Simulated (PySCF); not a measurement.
Mapped SMILES: `[F:1][CH2:2][CH2:3][F:4]`; H(Xn) means a hydrogen on atom n.

GIAO PBE0/pcSseg-1 shifts (PySCF 2.14.0 with density-fitted response routines, gas phase, non-relativistic, equivalent atoms averaged), each against references optimised in the same way as the molecule (CFCl3, TMS).

On the GFN2-xTB geometry: F1/F4 -243.2, C2/C3 88.7, H(C2)/H(C3) 4.99 ppm.

Problem. What changes on the PBE0-D3(BJ)/def2-SVP geometry?

Solution. 
| atoms | δ (ppm) | change |
| --- | --- | --- |
| F1/F4 | -240.7 | +2.5 |
| C2/C3 | 84.0 | -4.7 |
| H(C2)/H(C3) | 4.51 | -0.48 |

Unscaled 19F shifts against computed CFCl3 carry errors that often reach 10 to 50 ppm.

Bonds between heavy atoms that differ most (equivalent bonds averaged): C2–C3 1.522 → 1.501 Å, F1–C2 1.370 → 1.368 Å. Mean change of bonds to hydrogen: C–H +0.010 Å. The two structures also differ in conformation, which adds to the changes.
